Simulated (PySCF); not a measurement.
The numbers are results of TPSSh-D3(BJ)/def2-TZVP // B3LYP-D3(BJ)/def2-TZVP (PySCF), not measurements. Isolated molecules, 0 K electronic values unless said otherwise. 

Reference species (SMILES): `[CH3][Al][CH3]` (neutral, multiplicity 2).

The dipole moment is 0.38 D.

Changed species: `[NH2]` (radical fragment; the reference has radical fragment).

Q: What does the change do to the dipole moment?

A: the dipole moment rises by 1.54 D, to 1.92 D.
